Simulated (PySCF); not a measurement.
Exercise with solution: oscillator strength and radiative lifetime

tetrafluoroethylene (C2F4), SMILES FC(F)=C(F)F.

Geometry: r2SCAN-D4/def2-SVP.

TDDFT-LC-ωPBE/def2-SVPD run with PySCF puts the first singlet state with f over 0.02 at 8.25 eV (vertical), with the transition dipole (0.000, 0.000, -1.455) in atomic units.

Problem. Find the oscillator strength, the wavelength and the radiative lifetime that this transition would have in vacuum if emission retraced absorption.

Solution. 
|μ|² = 2.1170 au, so |μ| = 3.70 D. ΔE = 8.25/27.211 = 0.3032 hartree. f = (2/3) ΔE |μ|² = 0.428 (the program prints 0.428).
λ = 1239.84/8.25 = 150 nm; ν = 66541 cm⁻¹.
Einstein's coefficient A = 0.6670 ν² f s⁻¹ (ν in cm⁻¹) = 1.3e9 s⁻¹, so τ = 1/A = 0.79 ns. This state is S3; the lower singlets have f = 0.000, 0.017. The figure is the radiative limit of this one transition; relaxation, internal conversion, crossing to triplets and a medium change what is measured.
